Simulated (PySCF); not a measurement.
# Orbital picture of CO

M06-2X at R = 1.125 Å; PySCF, no relativity, basis sets C def2-TZVPP, O def2-TZVPP. State: ¹Σ⁺ (singlet), closed shell. Only the outer orbitals are listed, counted within each symmetry.

| orbital | occ. | ε (eV) | on C (%) | main shells (%) |
| --- | --- | --- | --- | --- |
| 3σ | 2 | -35.19 | 30 | 63 O s, 17 C s, 12 C p |
| 4σ | 2 | -18.31 | 20 | 54 O p, 25 O s, 20 C s |
| 1π | 2 | -15.16 | 28 | 71 O p, 26 C p |
| 1π | 2 | -15.16 | 28 | 71 O p, 26 C p |
| 5σ | 2 | -12.23 | 93 | 57 C s, 36 C p |
| 2π | 0 | 0.59 | 82 | 81 C p, 18 O p |
| 2π | 0 | 0.59 | 82 | 81 C p, 18 O p |

Problem. Which are the highest filled and the lowest empty level, where do they sit, and how wide is the gap?

Solution. Highest filled 5σ at -12.23 eV (in %: 57 C s, 36 C p); lowest empty 2π at 0.59 eV (in %: 81 C p, 18 O p); the gap at M06-2X is 12.82 eV. An empty level above zero is unbound, and its energy depends on the basis.

* bond order (Mayer): 2.43
* ⟨S²⟩: 0.000
* charge on C (Mulliken, basis-dependent): 0.00
* charge on C (Löwdin, basis-dependent): -0.24
* dipole moment (positive dipole means C(−)O(+)): 0.03 D
